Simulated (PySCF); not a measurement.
Some computed properties have been withheld. Give your best values.

Compound: CH5NSi.
Numbering: `[H]/[N:1]=[CH:2]/[SiH3:3]` (hydrogens: H4 on N1; H5 on C2; H6, H7, H8 on Si3)

```json
{"property": "rotational constants A, B, C", "level": "PBE0-D3(BJ)/def2-SVP", "value": "?"}
{"property": "dipole moment", "level": "CAM-B3LYP/def2-SVPD", "value": "?"}
{"property": "HOMO energy", "level": "CAM-B3LYP/def2-SVPD", "value": "-8.93 eV"}
{"property": "LUMO energy", "level": "CAM-B3LYP/def2-SVPD", "value": "0.17 eV"}
{"property": "lowest singlet excitation", "level": "TDDFT CAM-B3LYP/def2-SVPD", "value": "4.54 eV (273 nm, f = 0.003)"}
{"property": "strongest line among the 10 lowest singlet transitions", "level": "TDDFT CAM-B3LYP/def2-SVPD", "value": "?"}
{"property": "lowest triplet excitation (Tamm–Dancoff)", "level": "TDA CAM-B3LYP/def2-SVPD", "value": "3.68 eV"}
{"property": "static isotropic polarisability", "level": "CAM-B3LYP/def2-SVPD", "value": "?"}
{"property": "vertical ionisation energy", "level": "ΔSCF CAM-B3LYP/def2-SVPD", "value": "9.97 eV"}
{"property": "electronic spatial extent ⟨r²⟩ about the centre of nuclear charge", "level": "CAM-B3LYP/def2-SVPD", "value": "293 bohr²"}
{"property": "13C chemical shifts (computed TMS as zero) by class", "level": "GIAO PBE0/pcSseg-1", "value": "?"}
{"property": "1H chemical shifts (computed TMS as zero) by class", "level": "GIAO PBE0/pcSseg-1", "value": "?"}
{"property": "isotropic shieldings of nuclei other than C and H, by class", "level": "GIAO PBE0/pcSseg-1", "value": "?"}
```

Electronic properties: PySCF, gas phase, density fitting. Geometry: PBE0-D3(BJ)/def2-SVP; no solvent, vibrations or thermal averaging.

Q: Give the dipole moment.

A: 1.86 D.

Q: Give the rotational constants A, B, C.

A: 37.706, 5.263, 4.881 GHz.

Q: What are the 13C chemical shifts (computed TMS as zero) by class?

A: 191.7 (C2) ppm.

Q: The 1H chemical shifts (computed TMS as zero) by class?

A: 12.19 (H4), 9.04 (H5), 4.20 (H6/H7/H8) ppm.

Q: What is the strongest line among the 10 lowest singlet transitions?

A: S9 at 8.23 eV (151 nm, f = 0.270).

Q: What are the isotropic shieldings of nuclei other than C and H, by class?

A: -176 (N1), 422 (Si3) ppm.

Q: Give the static isotropic polarisability.

A: 49.4 au.

The polarisability is 7.33 Å³ as a volume (1 au = 0.148185 Å³), or 1.54 au for each of the 32 electrons. The rotational constants make it an asymmetric top with κ = (2B − A − C)/(A − C) = -0.98, nearer the prolate limit (−1). The dipole equals about 6.2 × 10⁻³⁰ C·m (1 D = 3.33564 × 10⁻³⁰ C·m). The vertical singlet–triplet gap S1 − T1 is 0.86 eV (TDDFT singlet less Tamm–Dancoff triplet; S1: HOMO→LUMO, weight 0.98; T1: HOMO→LUMO, weight 0.96).

For the NMR shielding job (PBE0/pcSseg-1), time: 11 s (with the writing of density and orbital grids); peak memory 0.39 GiB. Hardware: Arm Neoverse N1, one thread, no GPU, shared host with 64 logical CPUs at a one-minute load of 59.
